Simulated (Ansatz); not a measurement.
For rutile MnF₂, PBEsol in Ansatz (PAW) gives:

- volume per atom = 12.85 Å³/atom
- bulk modulus = 92.7 GPa
- cohesive energy = 4.67 eV/atom
- band gap at the measured cell (atoms relaxed with PBEsol) = 2.05 eV
- magnetic moment = 4.10 μB

What does r²SCAN (PAW; Ansatz, an electronic-structure program) give for the same quantities?


- equilibrium volume per atom: 13.00 Å³/atom (goes up by 1.2 %)
- bulk modulus: 96.2 GPa (increases by 3.8 %)
- cohesive energy: 4.56 eV/atom (shrinks by 0.11 eV/atom)
- band gap at the measured cell (atoms relaxed with PBEsol): 3.00 eV (goes up by 0.95 eV)
- magnetic moment: 4.22 μB (goes up by 0.12 μB)

For comparison: band gap 9.9 eV (measured, temperature not stated, no zero-point or thermal correction, the source doubts the polymorph; as tabulated in Das and Bazhirov (2019), arXiv:1808.05325).

Changes are worked out from the printed values.

Unless a cell is named, each level is at its own relaxed cell (PBEsol 12.85, r²SCAN 13.00 Å³/atom).

Density-functional gaps are differences of (generalised) Kohn–Sham levels.

Spin-polarised runs: PBEsol (opposed moments), r²SCAN (opposed moments).

Ansatz's density-functional and Hartree–Fock values are scalar-relativistic unless marked +SOC, with PAW data made under PBE.
